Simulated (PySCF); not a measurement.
**P2H2 (phosphanylidenephosphane) at BCCD(T)/STO-3G**

Aim: the energy change on altering one bond length of P2H2 (phosphanylidenephosphane) at BCCD(T)/STO-3G, from 2 runs. 

The results are computed with PySCF 2.14.0.

8 further runs of the same task are left out: 8 set aside as unsound or not needed.

## 1. Starting point

The species is P2H2 (4 atoms), meant as a singlet with charge 0. As SMILES, `[H]/P=P/[H]`. Geometry: relaxed at GFN2-xTB.

Bond lengths: P1–P2 2.016 Å, P1–H3 1.403 Å, P2–H4 1.403 Å. Angles: P1–P2–H4 94.8°, P2–P1–H3 94.8°.

## 2. A single-point energy at BCCD(T)/STO-3G

job.py

```python
from pyscf import gto, scf, cc
from pyscf.cc.bccd import bccd_kernel_

system = gto.Mole()
system.atom = '''
P     -0.046053    -1.896586     0.166957
P      0.046147     1.896416    -0.166787
H      1.960137    -2.017415     1.896000
H     -1.960232     2.017585    -1.896170
'''
system.verbose = 3
system.max_memory = 1860
system.charge = 0
system.basis = 'sto-3g'
system.unit = 'bohr'
system.build()

calc0 = scf.RHF(system)
calc0.conv_tol = 1e-10
calc0.kernel()
if not calc0.converged:
    calc0 = calc0.newton().run(calc0.mo_coeff, calc0.mo_occ)

mycc = cc.CCSD(calc0, frozen=10).run()
mycc = bccd_kernel_(mycc, diis=True)
e_t = mycc.ccsd_t()
e_tot = mycc.e_tot + e_t
print('E = %.10f Eh' % e_tot)
```

The run is started by

```sh
$ OMP_NUM_THREADS=1 python job.py
```

The log of the run:

```text
converged SCF energy = -674.920235946818
E(CCSD) = -675.0502321811558  E_corr = -0.1299962343381039
BCCD loop starts.

******** <class 'pyscf.cc.ccsd.CCSD'> ********
CC2 = 0
CCSD nocc = 6, nmo = 10
frozen orbitals 10
max_cycle = 50
direct = 0
conv_tol = 1e-07
conv_tol_normt = 1e-05
diis_space = 6
diis_start_cycle = 0
diis_start_energy_diff = 1e+09
Init E_corr(CCSD) = -0.129980557887355
cycle = 1  E_corr(CCSD) = -0.130951697563752  dE = -0.000971139676  norm(t1,t2) = 0.0168165
cycle = 2  E_corr(CCSD) = -0.1306023742873  dE = 0.000349323276  norm(t1,t2) = 0.00409203
cycle = 3  E_corr(CCSD) = -0.130571681278573  dE = 3.06930087e-05  norm(t1,t2) = 0.00181001
cycle = 4  E_corr(CCSD) = -0.130543334106478  dE = 2.83471721e-05  norm(t1,t2) = 0.000376043
cycle = 5  E_corr(CCSD) = -0.130544057294659  dE = -7.23188181e-07  norm(t1,t2) = 0.000115573
cycle = 6  E_corr(CCSD) = -0.130544816844647  dE = -7.59549988e-07  norm(t1,t2) = 2.33443e-05
cycle = 7  E_corr(CCSD) = -0.130545069584367  dE = -2.5273972e-07  norm(t1,t2) = 7.58368e-06
cycle = 8  E_corr(CCSD) = -0.130545235550969  dE = -1.65966601e-07  norm(t1,t2) = 2.45151e-06
cycle = 9  E_corr(CCSD) = -0.130545300917056  dE = -6.53660875e-08  norm(t1,t2) = 8.69624e-07
CCSD converged
E(CCSD) = -675.0501158391434  E_corr = -0.1305453009170564
BCC iter:    0  E:    -675.050115839143  dE:    1.163e-04  |t1|:    4.802e-04

******** <class 'pyscf.cc.ccsd.CCSD'> ********
CC2 = 0
CCSD nocc = 6, nmo = 10
frozen orbitals 10
max_cycle = 50
direct = 0
conv_tol = 1e-07
conv_tol_normt = 1e-05
diis_space = 6
diis_start_cycle = 0
diis_start_energy_diff = 1e+09
Init E_corr(CCSD) = -0.130537872477475
cycle = 1  E_corr(CCSD) = -0.130526169108272  dE = 1.17033692e-05  norm(t1,t2) = 0.00041126
cycle = 2  E_corr(CCSD) = -0.130529460752216  dE = -3.29164394e-06  norm(t1,t2) = 8.68411e-05
cycle = 3  E_corr(CCSD) = -0.130530295502659  dE = -8.34750443e-07  norm(t1,t2) = 2.47526e-05
cycle = 4  E_corr(CCSD) = -0.130530701060544  dE = -4.05557885e-07  norm(t1,t2) = 4.48223e-06
cycle = 5  E_corr(CCSD) = -0.130530692159914  dE = 8.90063009e-09  norm(t1,t2) = 9.26716e-07
CCSD converged
E(CCSD) = -675.0501165920713  E_corr = -0.130530692159914
BCC iter:    1  E:    -675.050116592071  dE:   -7.529e-07  |t1|:    4.680e-05

******** <class 'pyscf.cc.ccsd.CCSD'> ********
CC2 = 0
CCSD nocc = 6, nmo = 10
frozen orbitals 10
max_cycle = 50
direct = 0
conv_tol = 1e-07
conv_tol_normt = 1e-05
diis_space = 6
diis_start_cycle = 0
diis_start_energy_diff = 1e+09
Init E_corr(CCSD) = -0.130531071936673
cycle = 1  E_corr(CCSD) = -0.130531705105547  dE = -6.33168875e-07  norm(t1,t2) = 3.73054e-05
cycle = 2  E_corr(CCSD) = -0.130531574880017  dE = 1.3022553e-07  norm(t1,t2) = 7.8964e-06
cycle = 3  E_corr(CCSD) = -0.130531525928787  dE = 4.89512298e-08  norm(t1,t2) = 2.06336e-06
CCSD converged
E(CCSD) = -675.0501165752354  E_corr = -0.1305315259287875
BCC iter:    2  E:    -675.050116575235  dE:    1.684e-08  |t1|:    9.267e-07
CCSD(T) correction = -0.00102359856900587
E = -675.0511401738 Eh
```

Wall time 0.44 s (1 thread of AMD EPYC 9R45 (Zen 5), shared host); peak memory 0.1 GiB.

## 3. The distorted shape, same level

input.py

```python
from pyscf import gto, cc
from pyscf.cc.bccd import bccd_kernel_

system = gto.M(
    atom=[
    ('P', (-0.236726, -0.990840, -0.094670)),
    ('P', (-0.187936, 1.016330, -0.271280)),
    ('H', (1.037260, -1.067570, 1.003320)),
    ('H', (-1.249666, 1.080450, -1.186430)),
],
    basis='sto-3g',
    verbose=3,
    charge=0,
    spin=0,
    max_memory=1860,
)

mf = system.RHF()
mf.conv_tol = 1e-10
mf.kernel()
if not mf.converged:
    mf = mf.newton().run(mf.mo_coeff, mf.mo_occ)

mycc = cc.CCSD(mf, frozen=10).run()
mycc = bccd_kernel_(mycc, diis=True)
e_t = mycc.ccsd_t()
etot = mycc.e_tot + e_t
print('E(%s) = %.9f' % ('BCCD(T)', etot))
```

The run is started by

```sh
$ OMP_NUM_THREADS=1 python input.py
```

The log of the run:

```text
converged SCF energy = -674.884412255213
E(CCSD) = -675.0277515015157  E_corr = -0.1433392463031858
BCCD loop starts.

******** <class 'pyscf.cc.ccsd.CCSD'> ********
CC2 = 0
CCSD nocc = 6, nmo = 10
frozen orbitals 10
max_cycle = 50
direct = 0
conv_tol = 1e-07
conv_tol_normt = 1e-05
diis_space = 6
diis_start_cycle = 0
diis_start_energy_diff = 1e+09
Init E_corr(CCSD) = -0.143293390002196
cycle = 1  E_corr(CCSD) = -0.144663257529462  dE = -0.00136986753  norm(t1,t2) = 0.0208054
cycle = 2  E_corr(CCSD) = -0.14425455005413  dE = 0.000408707475  norm(t1,t2) = 0.00507009
cycle = 3  E_corr(CCSD) = -0.144206065775947  dE = 4.84842782e-05  norm(t1,t2) = 0.00229438
cycle = 4  E_corr(CCSD) = -0.144150619152862  dE = 5.54466231e-05  norm(t1,t2) = 0.000649109
cycle = 5  E_corr(CCSD) = -0.144144691555292  dE = 5.92759757e-06  norm(t1,t2) = 0.000232097
cycle = 6  E_corr(CCSD) = -0.144146460335412  dE = -1.76878012e-06  norm(t1,t2) = 5.67476e-05
cycle = 7  E_corr(CCSD) = -0.144146687278741  dE = -2.26943328e-07  norm(t1,t2) = 1.56298e-05
cycle = 8  E_corr(CCSD) = -0.144146827272016  dE = -1.39993275e-07  norm(t1,t2) = 3.92178e-06
cycle = 9  E_corr(CCSD) = -0.144146890376455  dE = -6.31044394e-08  norm(t1,t2) = 1.32721e-06
CCSD converged
E(CCSD) = -675.027614778267  E_corr = -0.1441468903764551
BCC iter:    0  E:    -675.027614778267  dE:    1.367e-04  |t1|:    1.384e-03

******** <class 'pyscf.cc.ccsd.CCSD'> ********
CC2 = 0
CCSD nocc = 6, nmo = 10
frozen orbitals 10
max_cycle = 50
direct = 0
conv_tol = 1e-07
conv_tol_normt = 1e-05
diis_space = 6
diis_start_cycle = 0
diis_start_energy_diff = 1e+09
Init E_corr(CCSD) = -0.144124005730067
cycle = 1  E_corr(CCSD) = -0.144089848410066  dE = 3.415732e-05  norm(t1,t2) = 0.00145329
cycle = 2  E_corr(CCSD) = -0.144094637360942  dE = -4.78895088e-06  norm(t1,t2) = 0.000249437
cycle = 3  E_corr(CCSD) = -0.144097514477379  dE = -2.87711644e-06  norm(t1,t2) = 6.04196e-05
cycle = 4  E_corr(CCSD) = -0.14409939886491  dE = -1.88438753e-06  norm(t1,t2) = 1.63847e-05
cycle = 5  E_corr(CCSD) = -0.144100421402726  dE = -1.02253782e-06  norm(t1,t2) = 4.60324e-06
cycle = 6  E_corr(CCSD) = -0.144100518173963  dE = -9.67712371e-08  norm(t1,t2) = 1.03683e-06
CCSD converged
E(CCSD) = -675.0276166587439  E_corr = -0.1441005181739633
BCC iter:    1  E:    -675.027616658744  dE:   -1.880e-06  |t1|:    2.749e-04

******** <class 'pyscf.cc.ccsd.CCSD'> ********
CC2 = 0
CCSD nocc = 6, nmo = 10
frozen orbitals 10
max_cycle = 50
direct = 0
conv_tol = 1e-07
conv_tol_normt = 1e-05
diis_space = 6
diis_start_cycle = 0
diis_start_energy_diff = 1e+09
Init E_corr(CCSD) = -0.144102323065062
cycle = 1  E_corr(CCSD) = -0.14410605663101  dE = -3.73356595e-06  norm(t1,t2) = 0.000298321
cycle = 2  E_corr(CCSD) = -0.144105612675748  dE = 4.43955262e-07  norm(t1,t2) = 4.30927e-05
cycle = 3  E_corr(CCSD) = -0.144105404989178  dE = 2.0768657e-07  norm(t1,t2) = 9.98909e-06
cycle = 4  E_corr(CCSD) = -0.144105141507467  dE = 2.63481711e-07  norm(t1,t2) = 3.01341e-06
cycle = 5  E_corr(CCSD) = -0.144105044062281  dE = 9.74451863e-08  norm(t1,t2) = 6.69023e-07
CCSD converged
E(CCSD) = -675.0276164153642  E_corr = -0.144105044062281
BCC iter:    2  E:    -675.027616415364  dE:    2.434e-07  |t1|:    3.423e-05

******** <class 'pyscf.cc.ccsd.CCSD'> ********
CC2 = 0
CCSD nocc = 6, nmo = 10
frozen orbitals 10
max_cycle = 50
direct = 0
conv_tol = 1e-07
conv_tol_normt = 1e-05
diis_space = 6
diis_start_cycle = 0
diis_start_energy_diff = 1e+09
Init E_corr(CCSD) = -0.144105063891923
cycle = 1  E_corr(CCSD) = -0.144105061959057  dE = 1.93286581e-09  norm(t1,t2) = 3.74414e-05
cycle = 2  E_corr(CCSD) = -0.144105097365496  dE = -3.54064387e-08  norm(t1,t2) = 4.816e-06
CCSD converged
E(CCSD) = -675.0276164551086  E_corr = -0.144105097365496
BCC iter:    3  E:    -675.027616455109  dE:   -3.974e-08  |t1|:    1.078e-06
CCSD(T) correction = -0.00121244479480789
E(BCCD(T)) = -675.028828900
```

Wall time 0.58 s (1 thread of AMD EPYC 9R45 (Zen 5), shared host); peak memory 0.12 GiB.

## 4. Outcome

Level: BCCD(T)/STO-3G, 10 core orbitals frozen.

| quantity | value |
| --- | --- |
| first shape: total energy | -675.05114 Eh |
| first shape: correlation energy (10 core orbitals frozen) | -130.9 mEh |
| first shape: (T) correction | -1.02 mEh |
| distorted shape: total energy | -675.02883 Eh |
| distorted shape: correlation energy (10 core orbitals frozen) | -144.4 mEh |
| distorted shape: (T) correction | -1.21 mEh |
| energy change with the P1–H3 bond stretched from 1.403 to 1.684 Å | 0.607 eV |

**Reading.** With the P1–H3 bond stretched from 1.403 to 1.684 Å the energy rises by 0.61 eV (58.6 kJ/mol). The first shape isn't relaxed at this level, so the change isn't measured from a minimum. The minimal basis adds a large error of its own. The triples (first shape) make up 0.8 % of the correlation energy. The triples (distorted shape) make up 0.8 % of the correlation energy.
